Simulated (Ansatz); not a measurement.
We consider B20 (FeSi-type) FeSi, described by PBE (PAW; Ansatz, a quantum-chemistry and plane-wave program).

Run with plane-wave cutoff 520 eV, 8×8×8 k mesh, no spin polarisation, scalar-relativistic PAW data made under PBE.

Cell (relaxed at this level):

```cif
data_Fe4Si4
_chemical_formula_sum 'Fe4 Si4'
_space_group_name_H-M_alt 'P213'
_space_group_IT_number 198
_space_group_name_Hall 'P 2ac 2ab 3'
_cell_length_a 4.44798
_cell_length_b 4.44798
_cell_length_c 4.44798
_cell_angle_alpha 90.000
_cell_angle_beta 90.000
_cell_angle_gamma 90.000
loop_
_atom_site_label
_atom_site_type_symbol
_atom_site_symmetry_multiplicity
_atom_site_Wyckoff_symbol
_atom_site_fract_x
_atom_site_fract_y
_atom_site_fract_z
_atom_site_occupancy
Fe1 Fe 4 a 0.13600 0.13600 0.13600 1
Si1 Si 4 a 0.84072 0.84072 0.84072 1
```

Problem. Estimate the elastic constant C12, Young modulus, Voigt–Reuss–Hill bulk modulus, Poisson ratio, elastic constant C44 and elastic constant C11 that the calculation returns.

Solution. 
- elastic constant C12: 135 GPa
- Young modulus: 350 GPa
- Voigt–Reuss–Hill bulk modulus: 218 GPa
- Poisson ratio: 0.232
- elastic constant C44: 155 GPa
- elastic constant C11: 384 GPa

Measured, for comparison: elastic constant C12 113 GPa, elastic constant C44 125 GPa, elastic constant C11 317 GPa (temperature not stated, not corrected to a static lattice; as tabulated in S\"ule et al. (2014), arXiv:1401.1310). Computed (rounded) less measured: elastic constant C12 +19 %, elastic constant C44 +24 %, elastic constant C11 +21 %.

Elastic constants are with the ions relaxed.

The computed numbers hold no vibrational or temperature effects.
